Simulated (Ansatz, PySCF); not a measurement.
Process, species as SMILES: N#N [molecular nitrogen] → N#N as doublet, charge +1 + e-

Wanted: adiabatic ionisation energy (0 K, with zero-point energies), in eV. Terms: no spin-orbit coupling; non-relativistic; UHF or UKS for open shells. Ab initio and DFT rows: single points at B3LYP-D3(BJ) geometries (Ansatz, a quantum-chemistry and plane-wave program), with unscaled harmonic terms from B3LYP/6-31G* at its own minima.

| species | coefficient | E at BP86/def2-SVP (PySCF), Eh | E at wB97X-V/def2-TZVPD (Ansatz), Eh | zero-point energy, kcal/mol |
|---|---|---|---|---|
| N#N | -1 | -109.44137 | -109.54049 | 3.51 |
| N#N as doublet, charge +1 | +1 | -108.87362 | -108.95565 | 3.35 |

Measured values: CCCBDB table in ASE; they hold spin-orbit and core effects.  Value to compare with, the measured value: 15.58 eV. 1 Eh = 27.2114 eV and 1 eV = 23.0605 kcal/mol.

Q: Work the quantity out at each level, and compare with the measured value.

A: 
- BP86/def2-SVP: the sum of coefficient times E is 0.56775 Eh, or 15.449 eV; the thermal terms add -0.007. Result: 15.44 eV. Its error against the measured value is -0.14 eV.
- wB97X-V/def2-TZVPD: the sum of coefficient times E is 0.58484 Eh, or 15.914 eV; the thermal terms add -0.007. Result: 15.91 eV. Its error against the measured value is 0.33 eV.
